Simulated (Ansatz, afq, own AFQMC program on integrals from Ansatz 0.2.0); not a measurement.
Pd⁺, doublet: AFQMC among the cluster methods

A free Pd cation.

Basis def2-TZVP with its core potentials. Noble-gas cores (and the filled d shells of Ga–Kr and In–Xe) are frozen. Ansatz 0.2.0 and our own AFQMC program on the same integrals; the CISD trial comes from CCSD amplitudes, and released means the phaseless constraint is let go. Error bars are statistical, one sigma. No spin–orbit coupling. The metal's outer-core s and p shells are frozen, which shifts wave-function levels against functionals.

Determinant: ROHF, the one that the program's search chose, which needn't be the lowest solution.

No full CI on the walks' own integrals is used here; CCSDT(Q) serves as the reference and is uncertain by about the last step of the cluster series.

Cautions: no spin-orbit coupling; outer-core shells of the metal frozen; CCSDT(Q) on the UHF determinant differs (57 meV lower), by its state or its frozen core.

- T1 diagnostic: 0.0048
- weight of the determinant in the CISD state: 0.957
- size of the correlated space: 9 electrons in 36 orbitals

Reference: CCSDT(Q), correlation energy -5.620 eV. The released energy is read at 4.20 1/Eh (meV from the phaseless value at times in 1/Eh: -3.9 ± 1.1 at 0.60, -7.2 ± 2.2 at 1.20, -7.0 ± 1.9 at 2.00, -1 ± 7 at 3.00, -6 ± 3 at 4.20).

```
         level  E − E(reference) (kJ/mol)  share of correlation (%)
            HF                      542.2                      0.00
           MP2                        1.2                     99.78
          CCSD                        8.2                     98.48
       CCSD(T)                        0.9                     99.84
         CCSDT                        0.5                     99.90
 ph-AFQMC/CISD                  0.5 ± 0.2                     99.91
released AFQMC                 -0.1 ± 0.3                    100.02
```

Released energies are given only where the last usable release times agree within the noise; a slower fall can still hide under it.
